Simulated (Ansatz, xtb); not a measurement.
Two isomers of C4H6

Structure X: `C#CCC`, a singlet. Structure Y: `C=CC=C`, a singlet. Both are isolated molecules in the gas phase, relaxed with PBE0-D3(BJ)/def2-SVP; the shapes shown needn't be the lowest conformers.

X (Å):

```
atom    x (Å)    y (Å)    z (Å)
   C  -2.2782  -1.9025   0.0778
   C  -1.6618  -0.9194  -0.2693
   C  -0.8964   0.2505  -0.6836
   C   0.6140   0.0227  -0.6730
   H  -2.8298  -2.7714   0.3848
   H  -1.2260   0.5492  -1.6936
   H  -1.1554   1.0950  -0.0221
   H   0.8935  -0.7952  -1.3530
   H   0.9648  -0.2439   0.3347
   H   1.1440   0.9322  -0.9924
```

Y (Å):

```yaml
atoms:
  - { symbol: C, position_ang: [-1.8280, -0.8762, -1.8302] }
  - { symbol: C, position_ang: [-1.3524, -0.4739, -0.6437] }
  - { symbol: C, position_ang: [0.0594, -0.2900, -0.3464] }
  - { symbol: C, position_ang: [0.5351, 0.1121, 0.8401] }
  - { symbol: H, position_ang: [-2.8990, -1.0002, -2.0056] }
  - { symbol: H, position_ang: [-1.1561, -1.0947, -2.6663] }
  - { symbol: H, position_ang: [-2.0534, -0.2632, 0.1732] }
  - { symbol: H, position_ang: [0.7604, -0.5007, -1.1633] }
  - { symbol: H, position_ang: [1.6061, 0.2360, 1.0156] }
  - { symbol: H, position_ang: [-0.1368, 0.3304, 1.6763] }
```

Question: Estimate which is lower in electronic energy at CCSD(T)/def2-TZVP, and by roughly how much.

Answer: The CCSD(T)/def2-TZVP calculation puts structure Y lower, by 0.573 eV.

How the difference moves with the method:

| level | geometry | E(Y) − E(X) (eV) | departure from the last row (eV) | job, with rough time for the two |
| --- | --- | --- | --- | --- |
| GFN2-xTB | GFN2-xTB | −0.176 | +0.396 | optimisation, 0.085 s |
| HF/STO-3G | GFN2-xTB | +0.176 | +0.749 | single point, 0.18 s |
| r2SCAN-D4/def2-SVP | GFN2-xTB | −0.712 | −0.139 | single point, 1.6 s |
| PBE0-D3(BJ)/def2-SVP | PBE0-D3(BJ)/def2-SVP | −0.683 | −0.110 | optimisation, 11 s |
| HF/def2-TZVP | PBE0-D3(BJ)/def2-SVP | −0.598 | −0.026 | part of the CCSD(T) run |
| MP2/def2-TZVP | PBE0-D3(BJ)/def2-SVP | −0.432 | +0.141 | part of the CCSD(T) run |
| CCSD(T)/def2-TZVP | PBE0-D3(BJ)/def2-SVP | −0.573 |  | single point, 26 s |

As drawn, Y has 2 C=C in place of 1 C≡C, 1 C–C.

HF/STO-3G puts the two in the other order. The largest departure from CCSD(T)/def2-TZVP is that of HF/STO-3G, 0.749 eV.

With harmonic frequencies from PBE0-D3(BJ)/def2-SVP (ideal gas, rigid rotor, one conformer each, 298.15 K, 1 atm): on the last row, ΔE + ΔZPE = −0.563, ΔH = −0.571, ΔG = −0.536 eV.

The correlated steps freeze 4 core orbitals. Codes used: Ansatz 0.2.0, xtb 6.7.1; the last row on 2 threads of Intel(R) Xeon(R) 6975P-C (Granite Rapids) on a shared host.
